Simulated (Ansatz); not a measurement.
Results of r²SCAN+rVV10 (plane waves, PAW; Ansatz, an electronic-structure program) for hcp Tl.

Run with plane-wave cutoff 560 eV, 18×18×10 k mesh (along the axes of the cell as run), Fermi–Dirac smearing 0.05 eV, scalar-relativistic PAW data made under PBE.

Energies at three volumes about the minimum:

```tsv
V (Å³/atom)	E − E_lowest (meV/atom)
28.496	1.34
29.078	0.00
29.659	1.28
```

Q: Fit a parabola by hand: where is the minimum, and what is the bulk modulus?

A: Slopes: (0.00 − 1.34)/(29.078 − 28.496) = -2.302 and (1.28 − 0.00)/(29.659 − 29.078) = 2.203 meV/Å³. Curvature E″ = 2 × (2.203 − (-2.302))/(29.659 − 28.496) = 7.747 meV/Å⁶. From the middle of the first interval, the slope vanishes at V0 = 28.7870 − (-2.302)/7.747 = 29.084 Å³/atom. B = V0 E″ = 29.084 × 7.747 meV/Å³ × 0.1602 GPa per meV/Å³ = 36.1 GPa. The full Birch–Murnaghan fit to all volumes gives V0 = 29.072 Å³/atom and B0 = 36.0 GPa.

Shape and atoms are relaxed at each volume.

Measured, for comparison: bulk modulus 37.4 GPa (copied from a table, unchecked, extrapolated to 0 K and zero-point effects removed; as tabulated in Lejaeghere et al. (2013), arXiv:1204.2733). Computed (rounded) less measured: bulk modulus not scored (unchecked).

Note: the bulk modulus comes from volumes at which shape and atoms were relaxed.
